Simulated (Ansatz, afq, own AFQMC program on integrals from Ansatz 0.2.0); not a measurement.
## Where AFQMC and coupled cluster stand for BH2⁻, singlet

```yaml
atoms:
  - { symbol: B, position_ang: [0.0000, -0.0819, 0.0000] }
  - { symbol: H, position_ang: [0.0000, 0.4392, -1.0911] }
  - { symbol: H, position_ang: [0.0000, 0.4392, 1.0911] }
```

Basis aug-cc-pVTZ. Only valence electrons are correlated. Ansatz 0.2.0 and our own AFQMC program on the same integrals; the CISD trial comes from CCSD amplitudes, and released means the phaseless constraint is let go. Error bars are statistical, one sigma.

Determinant: RHF, the one that the program's search chose, which needn't be the lowest solution. The geometry is a PBE0/def2-TZVPD stationary point of this or a neighbouring charge and spin state.

No full CI on the walks' own integrals is used here; CCSDT(Q) serves as the reference and is uncertain by about the last step of the cluster series.

Cautions: another spin lies lower (by 212 meV); restricted determinant unstable towards unrestricted (UHF 479 meV lower, ⟨S²⟩ 0.88); CCSDT(Q) on the UHF determinant differs (226 meV lower), perhaps since the unrestricted series falls towards higher spin.

The T1 diagnostic is 0.0127 and the weight of the determinant in the CISD state is 0.891. The size of the correlated space is 6 electrons in 91 orbitals.

Reference: CCSDT(Q), correlation energy -4.138 eV. The released energy is read at 2.40 1/Eh (meV from the phaseless value at times in 1/Eh: -1 ± 4 at 0.24, -2 ± 3 at 0.51, -1 ± 4 at 0.99, -8 ± 3 at 1.62, -9 ± 5 at 2.40).

| level | E − E(reference) (kcal/mol) | share of correlation (%) |
| --- | --- | --- |
| HF | 95.43 | 0.00 |
| MP2 | 18.09 | 81.04 |
| CCSD | 4.32 | 95.48 |
| CCSD(T) | 0.86 | 99.10 |
| CCSDT | 0.22 | 99.77 |
| ph-AFQMC/CISD | 0.21 ± 0.08 | 99.78 |
| released AFQMC | 0.00 ± 0.11 | 100.00 |

A walk keeps the symmetry of its determinant, which the program's search chose and which needn't be the lowest solution, so a lower state of the same spin and another symmetry isn't excluded. Released energies are given only where the last usable release times agree within the noise; a slower fall can still hide under it.
